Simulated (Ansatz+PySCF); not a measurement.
A calculation with PySCF 2.14.0.

```python
from pyscf import gto, scf, cc

mol = gto.M(atom="""
Mg 0.000000 0.000000 0.000000
O 0.000000 0.000000 2.240000
""", basis='sto-3g', charge=0, spin=0)
mf = scf.RHF(mol)
mf.kernel()
mycc = cc.CCSD(mf, frozen=6).run()
et = mycc.ccsd_t()
print(mf.e_tot, mycc.e_corr, et, mycc.e_tot + et)
```

The script is written out from the run's settings.

Output:

```
Converged                       : yes
Reference energy                : -270.72699 hartree
CCSD correlation energy         : -0.07524 hartree
Triples correction              : -0.00056 hartree
Total energy                    : -270.80279 hartree
Spin squared of the determinant : 0.000
```

Caution: large amplitudes, a single reference is doubtful; an unrestricted determinant lies well below.
